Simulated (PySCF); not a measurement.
Compound: C3H5FO2.
Cartesian coordinates in Å at the PBE0-D3(BJ)/def2-SVP level; atoms count from 1:
```
atom  x, y, z in Å
C1    -1.2323   -0.2593    0.6933
C2    -0.3217    0.4735   -0.2641
F3    -0.7698    0.3430   -1.5505
C4     1.1152   -0.0042   -0.1363
O5     1.6615   -0.1423    0.9261
O6     1.7055   -0.2215   -1.3075
H7    -1.2609   -1.3310    0.4483
H8    -2.2511    0.1455    0.6258
H9    -0.8606   -0.1441    1.7202
H10   -0.3014    1.5523   -0.0186
H11    2.6136   -0.4975   -1.1056
```

Computed, not measured: TDDFT CAM-B3LYP/def2-SVPD, vertical, gas phase, core orbitals frozen in the response (PySCF 2.14.0, density-fitted response routines).

| state | λ (nm) | E (eV) | f | main configurations (H = HOMO, L = LUMO) |
| --- | --- | --- | --- | --- |
| S1 | 210.7 | 5.88 | 0.0004 | H→L (70%), H→L+1 (18%) |
| S2 | 161.0 | 7.70 | 0.051 | H→L+1 (66%), H→L (18%), H-1→L (8%) |
| S3 | 146.8 | 8.45 | 0.070 | H-1→L (75%) |
| S4 | 143.6 | 8.63 | 0.016 | H-1→L+1 (78%) |
| S5 | 142.4 | 8.70 | 0.012 | H-2→L (36%), H-3→L (23%), H→L+2 (15%) |
| S6 | 138.2 | 8.97 | 0.109 | H-2→L (35%), H→L+3 (19%), H→L+2 (17%) |
| S7 | 137.7 | 9.00 | 0.021 | H-3→L (42%), H→L+2 (14%), H-3→L+1 (10%) |
| S8 | 134.0 | 9.25 | 0.018 | H→L+3 (59%), H→L+2 (27%) |
| S9 | 131.1 | 9.46 | 0.022 | H→L+4 (76%) |
| S10 | 127.3 | 9.74 | 0.0060 | H-2→L+1 (42%), H-1→L+2 (15%), H-1→L+3 (12%) |

Triplets, Tamm–Dancoff:

| state | E (eV) | λ (nm) | main configurations (H = HOMO, L = LUMO) |
| --- | --- | --- | --- |
| T1 | 5.39 | 230.1 | H→L (68%), H→L+1 (18%) |
| T2 | 6.18 | 200.7 | H-1→L (59%), H-1→L+1 (16%) |
| T3 | 7.52 | 164.8 | H→L+1 (72%), H→L (20%) |
| T4 | 8.16 | 152.0 | H-2→L (38%), H-3→L (26%) |

The lowest singlet comes at 211 nm (568 kJ/mol) in the ultraviolet; it is dark (f under 0.0005); its leading configuration is HOMO→LUMO (70%). The most intense listed level is S6 at 8.97 eV (138 nm, f = 0.109), 3.09 eV above S1. Löwdin shares by element: HOMO oxygen 69%, carbon 18% or more; LUMO carbon 41% or more, oxygen 33% (atoms not listed hold the other 26%). The listed states span 3.85 eV, and the widest gap between neighbours is 1.82 eV (S1 to S2). Orbital energies (eV): HOMO-3 -12.26, HOMO-2 -11.71, HOMO-1 -11.14, HOMO -9.99, LUMO 0.66, LUMO+1 1.02, LUMO+2 1.82. The oscillator strengths of these states sum to 0.326; summed over the whole spectrum of an exact calculation they would give the number of electrons, 48 (Thomas–Reiche–Kuhn). The vertical ionisation energy (ΔSCF) is 11.05 eV, 1.31 eV above S10. Only the lowest 10 singlets were computed, as vertical energies without vibronic structure.

One conformer stands for the species.
